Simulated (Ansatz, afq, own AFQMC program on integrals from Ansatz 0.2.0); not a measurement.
YClO, triplet in def2-SVP, levels against CCSDT(Q)

```yaml
atoms:
  - { symbol: Y, position_ang: [0.0000, -0.3773, -0.5479] }
  - { symbol: O, position_ang: [0.0000, 1.0930, -1.9797] }
  - { symbol: Cl, position_ang: [0.0000, 0.4528, 2.2673] }
```

Connectivity, by distances: O–Y–Cl.

Basis def2-SVP with its core potentials. Only valence electrons are correlated. Integrals, coupled cluster, full CI and functionals: Ansatz 0.2.0; the random walks run on the same integrals in our own AFQMC program. The CISD trial takes its coefficients from CCSD amplitudes. Released means that phaseless walkers are propagated on without the constraint, phases kept. Error bars are statistical, one sigma. No spin–orbit coupling. The metal's outer-core s and p shells are frozen, which shifts wave-function levels against functionals.

Determinant: ROHF, the one that the program's search chose, which needn't be the lowest solution. The geometry is a point of a scan.

No full CI on the walks' own integrals is used here; CCSDT(Q) serves as the reference and is uncertain by about the last step of the cluster series.

Cautions: no spin-orbit coupling; outer-core shells of the metal frozen; lower spins were not checked; higher spins were not checked.

The T1 diagnostic is 0.0232. The weight of the determinant in the CISD state is 0.875 and the size of the correlated space is 16 electrons in 53 orbitals.

Reference: CCSDT(Q), correlation energy -9.351 eV. The released energy is read at 1.80 1/Eh, later times being too noisy (meV from the phaseless value at times in 1/Eh: -3 ± 6 at 0.24, -15 ± 7 at 0.60, 0 ± 6 at 1.20, -6 ± 10 at 1.80, -6 ± 14 at 2.60).

```json
{"level": "HF", "E − E(reference) (kcal/mol)": "215.65", "share of correlation (%)": "0.00"}
{"level": "MP2", "E − E(reference) (kcal/mol)": "20.68", "share of correlation (%)": "90.41"}
{"level": "CCSD", "E − E(reference) (kcal/mol)": "6.08", "share of correlation (%)": "97.18"}
{"level": "CCSD(T)", "E − E(reference) (kcal/mol)": "1.00", "share of correlation (%)": "99.54"}
{"level": "CCSDT", "E − E(reference) (kcal/mol)": "0.38", "share of correlation (%)": "99.83"}
{"level": "ph-AFQMC/CISD", "E − E(reference) (kcal/mol)": "0.11 ± 0.15", "share of correlation (%)": "99.95"}
{"level": "released AFQMC", "E − E(reference) (kcal/mol)": "-0.03 ± 0.24", "share of correlation (%)": "100.01"}
```

A walk keeps the symmetry of its determinant, which the program's search chose and which needn't be the lowest solution, so a lower state of the same spin and another symmetry isn't excluded. Released energies are given only where the last usable release times agree within the noise; a slower fall can still hide under it.
